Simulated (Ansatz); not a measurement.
# SiH2Me(vinyl) (C₃H₈Si): structure and electronic state

Aim: characterise SiH2Me(vinyl) (C₃H₈Si) as a singlet: its structure, frontier levels and distribution of charge.

Method: RKS PBE0-D4/def2-TZVP; program: Ansatz 0.2.0, Gaussian basis.

The runs, in order: relaxation at r2SCAN-D4/def2-SVP; a search for the lowest solution at PBE0-D4/def2-SVP; a single point at PBE0-D4/def2-TZVP; harmonic vibrations at r2SCAN-D4/def2-SVP.

## (1) Starting geometry

12 atoms, charge 0, spin multiplicity 1.

Atoms are counted from 1 here; the program's logs count them from 0.

Bond lengths: Si1–H2 1.468 Å, Si1–H3 1.471 Å, Si1–C4 1.900 Å, Si1–C8 1.885 Å, C4–H5 1.086 Å, C4–H6 1.087 Å, C4–H7 1.087 Å, C8–C9 1.324 Å, C8–H10 1.085 Å, C9–H11 1.078 Å, C9–H12 1.080 Å. Angles: H2–Si1–H3 109.8°, H2–Si1–C4 110.0°, H2–Si1–C8 109.8°, H3–Si1–C4 109.4°, H3–Si1–C8 108.8°, C4–Si1–C8 109.0°, Si1–C4–H5 111.0°, Si1–C4–H6 111.5°, Si1–C4–H7 111.4°, H5–C4–H6 107.7°, H5–C4–H7 107.5°, H6–C4–H7 107.6°, Si1–C8–C9 125.1°, Si1–C8–H10 117.0°, C9–C8–H10 117.9°, C8–C9–H11 121.6°, C8–C9–H12 122.8°, H11–C9–H12 115.6°.

The start is a GFN2-xTB geometry.

## (2) Optimising with r2SCAN-D4/def2-SVP

The input, in.yaml:

```yaml
crystal:
  periodic: [false, false, false]
  atoms:
    - {symbol: Si, position_ang: [0.770580, 0.313760, 0.342150]}
    - {symbol: H, position_ang: [0.639640, 0.350980, 1.803490]}
    - {symbol: H, position_ang: [2.189700, 0.202550, -0.027920]}
    - {symbol: C, position_ang: [0.043100, 1.896950, -0.416490]}
    - {symbol: H, position_ang: [0.583360, 2.775630, -0.076420]}
    - {symbol: H, position_ang: [-1.000790, 2.025800, -0.143440]}
    - {symbol: H, position_ang: [0.098330, 1.878210, -1.501440]}
    - {symbol: C, position_ang: [-0.156100, -1.176600, -0.344720]}
    - {symbol: C, position_ang: [-0.818610, -2.062840, 0.381600]}
    - {symbol: H, position_ang: [-0.141440, -1.312530, -1.420730]}
    - {symbol: H, position_ang: [-0.870460, -1.986590, 1.455760]}
    - {symbol: H, position_ang: [-1.337300, -2.905320, -0.051840]}
basis:
  gaussian: {orbitals: def2-SVP}
hamiltonian: {xc: r2scan, dispersion: d4}
scf: {omitted_lower_state_checks: [starts]}
output: {orbitals: {seedname: orbitals}}
relax: {f_tol: 0.02, max_steps: 100}
```

The run is started by

```bash
$ ansatz run in.yaml --threads 4 --pin off --events-out ev --progress --plain --max-ram 3916MiB
```

The runs that follow: Searching for the lowest solution, PBE0-D4/def2-SVP; Single point, PBE0-D4/def2-TZVP; Harmonic vibrations.

Before running them: what should the planned runs give, taken together? Wanted: point group; commonest bond, hydrogen aside; HOMO, LUMO at PBE0-D4/def2-TZVP; dipole at r2SCAN-D4/def2-SVP; lowest, highest wavenumber.

As calculated:

| quantity | value |
| --- | --- |
| point group | C1 |
| commonest bond, hydrogen aside | C–Si, 2 of mean length 1.877 Å |
| HOMO, LUMO at PBE0-D4/def2-TZVP | -7.80, -0.43 eV |
| dipole at r2SCAN-D4/def2-SVP | 0.76 D |
| lowest, highest wavenumber | 80, 3201 cm⁻¹ |

The molecule keeps its bonding pattern by the stored test; the atoms moved 0.04 Å (rms). All wavenumbers are real: a minimum at this level. The HOMO lies nearest to C8, C9 about 34 % each; H3 7 % and the LUMO to C8, C9 about 29 % each; H11, H12 about 9 % each. The point group is read from a loosely relaxed geometry; soft torsions can leave it below the true symmetry.
